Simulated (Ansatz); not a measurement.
Born–Oppenheimer molecular dynamics of AlH8NSi (11 atoms, charge 0, multiplicity 1). It starts at the highest image of a converged band, a first-order saddle point between two minima.

Computed with Ansatz 0.2.0, RHF/def2-SVP.

| Item | Value |
| --- | --- |
| ensemble | NVE (velocity Verlet) |
| time step | 0.5 fs |
| steps asked | 200 |
| starting velocities drawn for | 100 K |
| seed | 7556 |

First frame:

```xyz
11
Properties=species:S:1:pos:R:3
Al 0.070 -0.518 -0.161
H -0.499 0.442 1.257
H 1.541 -0.073 -0.515
H -1.112 -0.617 -1.200
N -0.052 -1.812 1.276
H -0.894 -2.366 1.229
Si 1.236 -2.588 2.181
H 1.896 -3.660 1.398
H 2.236 -1.554 2.522
H 0.691 -3.188 3.421
H -0.390 -0.515 1.573
```

Problem. How far do the bonds stretch over the last three quarters of this one trajectory? (Pairs bonded in most of those frames.)

Solution. 
| bond | mean (Å) | spread (Å) | shortest | longest |
| --- | --- | --- | --- | --- |
| Al1–H3 | 1.581 | 0.023 | 1.54 | 1.61 |
| Al1–H4 | 1.582 | 0.017 | 1.55 | 1.61 |
| Al1–N5 | 1.781 | 0.039 | 1.71 | 1.84 |
| H2–H11 | 0.751 | 0.037 | 0.70 | 0.80 |
| N5–H6 | 1.009 | 0.011 | 0.99 | 1.03 |
| N5–Si7 | 1.736 | 0.039 | 1.68 | 1.81 |
| Si7–H8 | 1.486 | 0.005 | 1.47 | 1.50 |
| Si7–H9 | 1.485 | 0.020 | 1.45 | 1.52 |
| Si7–H10 | 1.487 | 0.014 | 1.46 | 1.51 |

Mean temperature of the second half: 1046 K. The conserved energy stayed within 0.15 meV per atom of its start (net change -0.057 meV per atom), so the integration is sound. The kinetic energy rose, since the run started high on the potential surface and went downhill. It ends in pieces (AlH6NSi + H2), so much of that is their flight and rotation, not heat. A run of 0.1 ps of so small a system gives no equilibrium averages. The orbitals stay closed-shell, which can raise the energy where a bond breaks towards radicals; this wasn't checked here.

Run time: 4.1 min on 1 thread of Arm Neoverse V1 (shared host), peak memory 0.15 GiB.
